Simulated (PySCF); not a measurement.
Gas-phase acidity of `[CH3][AlH2]` (CH5Al)

Parent: `[CH3][AlH2]` (CH5Al). Optimised structure (Å), atoms numbered from 1:
```
C    -0.0374   -0.0044   -0.9035
Al    0.0564   -0.0174    1.0503
H     0.7057    0.6895   -1.3336
H     0.1228   -0.9962   -1.3548
H    -1.0234    0.3609   -1.2417
H    -0.0572    1.3530    1.8569
H     0.2380   -1.3757    1.8646
```

Energies: B3LYP-D3(BJ)/ma-def2-TZVP (PySCF, density fitting, integration grid level 2) on PBE0-D3(BJ)/ma-def2-SVP structures. The prefix ma- adds one diffuse s and one diffuse p function on all atoms but H. Thermal corrections: PBE0-D3(BJ)/ma-def2-SVP frequencies, unscaled, ideal gas at 298.15 K and 1 bar, quasi-RRHO entropy.

| site | product | ΔH(acid) / eV | ΔG(acid) / eV |
| --- | --- | --- | --- |
| C1 (methyl carbon) | `[CH2-][AlH2]` | 16.31 | 16.06 |

ΔH and ΔG refer to AH → A⁻ + H⁺ in the gas phase. Sites whose products fell apart, merged with another or lost in a GFN2-xTB screen aren't listed.

Vertical detachment energies of the anions: `[CH2-][AlH2]` 1.62 eV.

Caveats: Al2 is not listed: the run failed or kept an imaginary mode, or the ion rearranged or equalled another.
